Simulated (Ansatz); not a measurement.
**C₄H₅P, singlet: CASSCF and its corrections**

Program: Ansatz, Gaussian basis, development build. Basis aug-cc-pV(D+d)Z on P, aug-cc-pVDZ on C/H, nonrelativistic, no frozen core. State-specific CASSCF; RHF is the lowest restricted (open-shell) Hartree–Fock solution met. Solutions may break the symmetry of the shape. No proof that the lowest CASSCF solution was found.

Geometry:

```xyz
10

P    -0.1236    0.0000    1.2097
C     0.0567    1.2815   -0.0414
C     0.0567   -1.2815   -0.0414
C     0.0009    0.7250   -1.2829
C     0.0009   -0.7250   -1.2829
H     1.1518    0.0000    1.8289
H     0.0422    2.3463    0.1607
H     0.0422   -2.3463    0.1607
H    -0.0372    1.3041   -2.2021
H    -0.0372   -1.3041   -2.2021
```

Question: What do CASSCF and its corrections give against RHF in CAS(6,5), and what are the occupations?

Answer: CASSCF -1.444 eV, SC-NEVPT2 -19.991 eV; occupations 2.00, 1.94, 1.89, 0.11, 0.06.

Question: Roughly how much CPU time does a whole run from the default start take (median of such runs, summed over threads; nearly all runs on one pinned thread of a shared server, mostly Xeon at 2.3 to 2.6 GHz, by a development driver)?

Answer: CAS(6,5): about 19 s. Other jobs ran beside these, and the count of passes differs.
